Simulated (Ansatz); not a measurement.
# AlSiH4 (doublet): wave-function methods side by side at distance Al1–H4 along a hydrogen transfer = 1.475 Å, cc-pVDZ

An exercise on one series of results from a longer session: the logs are not shown, and one member is left open.

The runs use Ansatz 0.2.0, Gaussian basis; cc-pVDZ, core rule «outside noble gas», up to 10 orbitals frozen.

Plan: UHF; CCSD(T) on ROHF; CCSD(T) on UHF; BCCD(T) on ROHF; CISD; CCSDT(Q) on ROHF; CCSDT(Q) on UHF; CASSCF and MRCISD+Q, 3 electrons in 3 orbitals; CASSCF and NEVPT2, 3 electrons in 3 orbitals; CASSCF and NEVPT2, 9 electrons in 9 orbitals.

7 further runs of the same task are left out: 7 that didn't finish.

### The geometry

The geometry derives from fragments relaxed apart (PBE0/def2-TZVP) and kept rigid, so it is no stationary point. A hydrogen atom is moved between rigid fragments.

6 atoms, charge 0, spin multiplicity 2.

Atoms are counted from 1 here; the program's logs count them from 0.

Bond lengths: Al1–H2 1.586 Å, Al1–H3 1.586 Å, Al1–H4 1.475 Å, Si5–H6 1.532 Å. Angles: H2–Al1–H3 120.0°, H2–Al1–H4 120.0°, H3–Al1–H4 120.0°.

The first run:

The input, in.yaml:

```yaml
crystal:
  periodic: [false, false, false]
  atoms:
    - {symbol: Al, position_ang: [-1.890322, 0.025233, 0.000000]}
    - {symbol: H, position_ang: [-2.683245, 1.398618, 0.000000]}
    - {symbol: H, position_ang: [-2.683245, -1.348151, 0.000000]}
    - {symbol: H, position_ang: [-0.415322, 0.025233, 0.000000]}
    - {symbol: Si, position_ang: [1.939678, 0.025233, 0.000000]}
    - {symbol: H, position_ang: [2.336113, -1.454280, 0.000000]}
basis:
  gaussian: {orbitals: cc-pVDZ}
magnetization: {spin_polarized: true, initial_magnetization: 1}
hamiltonian: {xc: hf}
output: {orbitals: {seedname: orbitals}}
```

Command:

```
ansatz run in.yaml --threads 1 --pin off --events-out ev --progress --plain --max-ram 2393MiB
```

Among the steps run: UHF; CCSD(T) on ROHF; CCSD(T) on UHF; BCCD(T) on ROHF; CISD; CCSDT(Q) on ROHF; CCSDT(Q) on UHF; CASSCF and MRCISD+Q, 3 electrons in 3 orbitals; CASSCF and NEVPT2, 3 electrons in 3 orbitals; CASSCF and NEVPT2, 9 electrons in 9 orbitals.

One table of the session follows, with a row left open; its other results are not shown here.

```
         method  from UCCSDT(Q) (meV)
           ROHF               +5492.2
            UHF               +5374.1
           RMP2               +1400.4
           UMP2               +1419.1
           CISD                +580.6
          RCCSD                     ?
          UCCSD                +121.3
       RCCSD(T)                 +31.0
       UCCSD(T)                 +30.9
        BCCD(T)                 +30.8
         RCCSDT                  +3.1
         UCCSDT                  +2.9
      RCCSDT(Q)                  +0.2
      UCCSDT(Q)                     0
    CASSCF pair               +5053.5
    NEVPT2 pair               +1354.6
CASSCF frontier               +3881.0
NEVPT2 frontier               +1251.8
```

Estimate the missing values for RCCSD.

As computed: from UCCSDT(Q) (meV): +124.2. In the column «from UCCSDT(Q) (meV)» it lies between UCCSD (+121.3) and CISD (+580.6).

Not comparable, so not listed: CASSCF and MRCISD+Q, 3 electrons in 3 orbitals (they don't share determinant, frozen orbitals or solution with the rows shown, or repeat one).

Limits of these values: Restricted and unrestricted rows rest on different reference determinants; where their highest levels disagree by more than a few hundredths of an eV, they describe different states and don't form one ladder. Warnings in the runs' records: passed over end.
